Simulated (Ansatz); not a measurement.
Working through an active-space calculation of BH3, SMILES B

Program: Ansatz 0.2.0 through its Python package.

`bh3.xyz`
```text
4

B     0.03920   -0.05070    0.01080
H     0.94800    0.40870    0.54350
H    -0.29370   -1.15720    0.03200
H    -0.63800    0.73890   -0.60660
```

Notebook, run cell by cell (the value of a cell's last expression is shown):

In [1]:
```python
from dataclasses import dataclass

import ansatz as az
```

In [2]:
```python
@dataclass
class RunConfig:
    basis: str = "6-31G*"
```

In [3]:
```python
settings = RunConfig()

molecule = az.Crystal.molecule_from_extxyz("bh3.xyz")
```

In [4]:
```python
base = molecule.calculation().basis(gaussian=settings.basis).correlation(active_electrons=4, active_orbitals=4)
for method in [None]:
    rep = (base if method is None else base.correlation(method)).run().report
    space = rep["configurations"]
    state = space["states"][0]
    print(method or "casscf", f"total {rep['free_energy_ev'] / 27.211386246:.6f} Ha, active-space state {state['energy']['hartree']:.6f} Ha, mean field {rep['reference_energy_ev'] / 27.211386246:.6f} Ha")
    print("  determinants", state["n_determinants"], " natural occupations", [round(n, 3) for n in space["natural_occupations"]])
```
```text
casscf total -26.415082 Ha, active-space state -26.415082 Ha, mean field -26.387444 Ha
  determinants 36  natural occupations [1.986, 1.982, 0.017, 0.014]
```

What to keep in mind:
- Total energies depend on the basis set; only differences at equal settings carry meaning.
- The geometry is a force-field or estimated start, not a minimum of this method, and the basis set is short of its limit. The active space starts as a window about the frontier orbitals and is then optimised, not chosen by chemistry.
- Timing: 0.6 s on 1 thread of Arm Neoverse V2 (shared host), peak memory 0.13 GiB.
